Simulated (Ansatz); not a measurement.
Reaction: C3H3F (1-fluoropropa-1,2-diene, SMILES FC=C=C) → C3H3 (SMILES [CH]=C=C, doublet) + F (doublet) (the C-F bond breaks)
Each species at its own B3LYP-D3(BJ)/def2-TZVP minimum (Ansatz, a first-principles code).

Total energies in hartree (Ansatz). Radicals and triplets start from unrestricted determinants; spin-orbit coupling is neglected. Correlated methods leave the cores frozen. No relativity. The restricted determinant of C3H3F (C=C=CF, singlet) is unstable towards broken spin symmetry in at least one set run. The UHF reference of C3H3 ([CH]=C=C, doublet) is spin-contaminated (<S^2> up to 0.21 over the pure value in the sets run).

```tsv
species	HF/cc-pVTZ	CCSD(T)/cc-pVTZ	HF/cc-pVQZ	CCSD(T)/cc-pVQZ	CCSD(T)/cc-pVDZ	CCSDT(Q)/cc-pVDZ
1: C3H3F (SMILES C=C=CF)	-214.78384	-215.55519	-214.79973	-215.62030	-215.33772	-215.34029
2: C3H3 (SMILES C(=C)=[CH], doublet)	-115.29335	-115.77806	-115.30065	-115.81044	-115.66330	-115.66591
3: F (doublet)	-99.40552	-99.62036	-99.41377	-99.65026	-99.52757	-99.52776
```

Task: Work out the bond dissociation energy (electronic) in kJ/mol: take Hartree-Fock from cc-pVQZ, extrapolate the CCSD(T) correlation energy as X^-3 (X = 3, 4), and add CCSDT(Q) - CCSD(T) in cc-pVDZ. 1 hartree = 2625.5 kJ/mol.

Result: 
Species 1: correlation (64·(-0.82057) - 27·(-0.77135))/37 = -0.85649; step -0.00257; E1 = -214.79973 + (-0.85649) + (-0.00257) = -215.65879
Species 2: correlation (64·(-0.50979) - 27·(-0.48471))/37 = -0.52809; step -0.00261; E2 = -115.30065 + (-0.52809) + (-0.00261) = -115.83135
Species 3: correlation (64·(-0.23649) - 27·(-0.21484))/37 = -0.25229; step -0.00019; E3 = -99.41377 + (-0.25229) + (-0.00019) = -99.66625
-1·E1 +1·E2 +1·E3 = 0.16119 hartree = 423.2 kJ/mol.
